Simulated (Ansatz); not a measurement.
Input (CCSDT(Q)/aug-cc-pVDZ; Ansatz, a first-principles code):

Ansatz 0.2 input:
```yaml
crystal:
  periodic: [false, false, false]
  atoms:
    - {symbol: O, position_ang: [-0.00000000, -0.00000000, -0.10765535]}
    - {symbol: H, position_ang: [0.00000000, 0.00000000, 0.86124284]}
basis:
  gaussian:
    orbitals: aug-cc-pVDZ
magnetization: {spin_polarized: true, initial_magnetization: 1}
correlation: {method: ccsdt_q, electrons: outside_noble_gas}
```

Output:

```
Functional definition: HF
integrals: 0.01 GiB planned
485 factors; integrals over basis functions are off by at most 1.2e-7 eV
mean field: 0.06 GiB planned
mean field evaluation 1: about -2051.3585 eV, gradient 1.1e1 eV
mean field evaluation 2: about -2051.3585 eV, gradient 1.1e1 eV
mean field evaluation 4: about -2051.8319 eV, gradient 1.1e0 eV
mean field evaluation 8: about -2051.8387 eV, gradient 5.8e-4 eV
mean field evaluation 16: about -2048.2681 eV, gradient 1.8e1 eV
mean field evaluation 32: about -2051.8384 eV, gradient 1.3e-1 eV
mean field -2051.83865459 eV, -75.4036797700 hartree, gradient 1.9e-6 eV, S^2 0.756544; 2 other end points of the search recorded, 0 dependent functions left out
1 core orbitals not correlated
reference -2051.83865459 eV, -75.4036797700 hartree; 4, 3 occupied and 27, 28 virtual orbitals, 485 factors
second order -4.40431982 eV of doubles, -0.00000000 eV of singles
coupled cluster: 0.16 GiB planned
cycle   1  -4.68041447 eV  change   -2.8e-1 eV  update   4.9e-2
cycle   2  -4.83270854 eV  change   -1.5e-1 eV  update   2.0e-2
cycle   3  -4.92111163 eV  change   -8.8e-2 eV  update   1.0e-2
cycle   4  -4.91429549 eV  change    6.8e-3 eV  update   3.4e-3
cycle   5  -4.91243157 eV  change    1.9e-3 eV  update   2.0e-3
cycle   6  -4.91580521 eV  change   -3.4e-3 eV  update   1.0e-3
cycle   7  -4.91613859 eV  change   -3.3e-4 eV  update   4.4e-4
cycle   8  -4.91601609 eV  change    1.2e-4 eV  update   1.7e-4
cycle   9  -4.91606086 eV  change   -4.5e-5 eV  update   7.6e-5
cycle  10  -4.91605375 eV  change    7.1e-6 eV  update   3.6e-5
cycle  11  -4.91602960 eV  change    2.4e-5 eV  update   1.7e-5
cycle  12  -4.91604376 eV  change   -1.4e-5 eV  update   6.9e-6
cycle  13  -4.91604514 eV  change   -1.4e-6 eV  update   2.8e-6
cycle  14  -4.91604513 eV  change    1.5e-8 eV  update   1.3e-6
cycle  15  -4.91604640 eV  change   -1.3e-6 eV  update   6.7e-7
cycle  16  -4.91604671 eV  change   -3.1e-7 eV  update   3.2e-7
perturbative correction -0.00668108 eV, -0.0002455251 hartree
Total energy: -2056.76138238 eV, -75.5845866794 hartree
```
